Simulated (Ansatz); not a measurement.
# AlNH₂ (triplet): from Hartree-Fock to the top rungs, cc-pVTZ

Aim: climb from Hartree-Fock through coupled cluster for AlNH₂ (triplet) at one geometry and basis, and see what each rung misses.

Program: Ansatz 0.2.0, Gaussian basis. Level of theory: cc-pVTZ, core rule «outside noble gas», up to 6 orbitals frozen. These are calculated values, not measurements.

Plan: UHF; CCSD(T) on ROHF; CCSD(T) on UHF; BCCD(T) on ROHF; CCSDT(Q) on ROHF; CCSDT(Q) on UHF.

8 further runs of the same task are left out: 4 for a known fault of the program, 4 set aside as unsound or not needed.

**1. The geometry**

The geometry is a PBE0/def2-TZVP stationary point (not a proven minimum) of the parent state, kept for this charge and spin.

4 atoms, charge 0, spin multiplicity 3.

Atoms are counted from 1 here; the program's logs count them from 0.

Bond lengths: Al1–N2 1.810 Å, Al1–H3 1.584 Å, Al1–H4 1.584 Å. Angles: N2–Al1–H3 114.4°, N2–Al1–H4 114.4°, H3–Al1–H4 131.2°.

**2. UHF**

in.yaml reads:

```yaml
crystal:
  periodic: [false, false, false]
  atoms:
    - {symbol: Al, position_ang: [0.000000, 0.000000, 0.558698]}
    - {symbol: N, position_ang: [0.000000, 0.000000, -1.250890]}
    - {symbol: H, position_ang: [0.000000, 1.442863, 1.213515]}
    - {symbol: H, position_ang: [0.000000, -1.442863, 1.213515]}
basis:
  gaussian: {orbitals: cc-pVTZ}
magnetization: {spin_polarized: true, initial_magnetization: 2}
hamiltonian: {xc: hf}
output: {orbitals: {seedname: orbitals}}
```

Command:

```bash
$ ansatz run in.yaml --threads 1 --pin off --events-out ev --progress --plain --max-ram 2816MiB --backend cpu
```

After this run come: CCSD(T) on ROHF; CCSD(T) on UHF; BCCD(T) on ROHF; CCSDT(Q) on ROHF; CCSDT(Q) on UHF.

Before running them: what should the planned runs give, taken together? Wanted: UCCSDT(Q) below the RHF energy; RMP2 from UCCSDT(Q); UMP2 from UCCSDT(Q); RCCSD from UCCSDT(Q); RCCSD(T) from UCCSDT(Q); UCCSD(T) from UCCSDT(Q); RCCSDT(Q) from UCCSDT(Q); T1 diagnostic.

The runs gave:

```
                         quantity                                                   value
   UCCSDT(Q) below the RHF energy                                              -6.8719 eV
              RMP2 from UCCSDT(Q)                                         +25.31 kcal/mol
              UMP2 from UCCSDT(Q)                                         +25.58 kcal/mol
             RCCSD from UCCSDT(Q)                                          +4.84 kcal/mol
          RCCSD(T) from UCCSDT(Q)                                          +0.79 kcal/mol
          UCCSD(T) from UCCSDT(Q)                                          +0.76 kcal/mol
         RCCSDT(Q) from UCCSDT(Q)                                          +0.05 kcal/mol
levels within 1 kcal/mol (43 meV)  RCCSD(T), UCCSD(T), BCCD(T), RCCSDT, UCCSDT, RCCSDT(Q)
                    T1 diagnostic                                                   0.018
```

What this shows: RCCSD(T) lands +0.79 kcal/mol from the yardstick (0.5 % of the correlation energy). These misses are within one basis, not against nature; the frozen cores of restricted and unrestricted runs differ, which can shift their rows.
